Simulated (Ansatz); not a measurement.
## Basis-set limit of SiN$_{2}$H$_{4}$, singlet

```yaml
atoms:
  - { symbol: N, position_ang: [-1.2262, 0.3197, -0.3557] }
  - { symbol: Si, position_ang: [-0.1815, -1.0549, -0.4306] }
  - { symbol: N, position_ang: [1.2324, -0.4011, 0.3175] }
  - { symbol: H, position_ang: [-2.1686, 0.2666, -0.7243] }
  - { symbol: H, position_ang: [-1.0257, 1.2390, 0.0278] }
  - { symbol: H, position_ang: [1.3698, 0.5355, 0.6870] }
  - { symbol: H, position_ang: [2.0611, -0.9728, 0.4326] }
```

Ansatz 0.2.0, RHF determinant, valence electrons correlated. Energies in eV.

| set | X | functions | Hartree–Fock | MP2 correlation | CCSD(T) correlation | time |
| --- | --- | --- | --- | --- | --- | --- |
| def2-TZVPP | 3 | 160 | -10891.5497 | -14.5666 | -15.8771 | 15 s on 1 × NVIDIA H100 80GB HBM3 with 1 thread of AMD EPYC 7R13 Processor (Zen 3), on a shared host |
| def2-QZVPP | 4 | 304 | -10891.9537 | -15.6365 | -16.8404 | 24 s on 1 × NVIDIA H100 80GB HBM3 with 1 thread of AMD EPYC 7R13 Processor (Zen 3), on a shared host |

Hartree–Fock is taken to follow E(X) = E∞ + A·exp(−7.88·√X), correlation E(X) = E∞ + B·X^−2.97.

Problem. Work out the CCSD(T) energy at the limit, and how far the shortcut misses it that extrapolates MP2 and adds CCSD(T) minus MP2 from the smaller set.

Solution. Hartree–Fock: E∞ = E4 + 0.1377·(E4 − E3) = -10892.0093. Correlation: E∞ = E4 + 0.7407·(E4 − E3) = -17.5539 for CCSD(T) and -16.4290 for MP2. The limit is -10909.5632 eV, 0.769 eV below def2-QZVPP. The shortcut gives a correlation energy of -16.4290 + (-1.3106) = -17.7396, 186 meV lower than the direct value.

Past Ne part of the Hartree–Fock step between the two sets comes from the cores, which don't follow the formula, so the 56 meV that it adds to the total can overshoot; that part largely cancels in differences.
